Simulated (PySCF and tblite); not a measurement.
The numbers below are computed, except where a source is named.
C4H7Cl, numbered as in [Cl:1][CH2:2][CH:3]1[CH2:4][CH2:5]1.

Conformers came from 60 starts (ETKDG and KDG, MMFF94s, GFN2-xTB); geometries are GFN2-xTB. Energies: PBE0-D3(BJ)/def2-TZVP (IEF-PCM, chloroform), with GFN2-xTB thermal terms (modes under about 100 cm⁻¹ blended into free rotors). Symmetry numbers and mirror images are counted. Conformers within 3 kcal/mol (GFN2-xTB free energy) were kept, 10 at most. Codes: tblite and PySCF.

Rotational constants are equilibrium values for the commonest isotopes; dipoles come from the energy level named and are polarised by its solvent model.

Torsions listed: Cl1–C2–C3–C4. Of a mirror pair one member is shown.

```
conformer  shape   symmetry
        1   -81°  C1 (pair)
        2    36°         Cs
```

Question: Give the rotational constants and dipole components.

Answer: 
```tsv
conformer	A (MHz)	B (MHz)	C (MHz)	abs μa (D)	abs μb (D)	abs μc (D)	κ	Ic−Ia−Ib (u Å²)
1	11785	2066	1901	2.36	1.15	0.20	-0.97	-21.6
2	8132	2660	2416	1.57	1.78	0.00	-0.91	-43.0
```

Question: Which type of transition is strongest for conformer 1?

Answer: a-type, since that component is clearly the largest; the top is near-prolate.
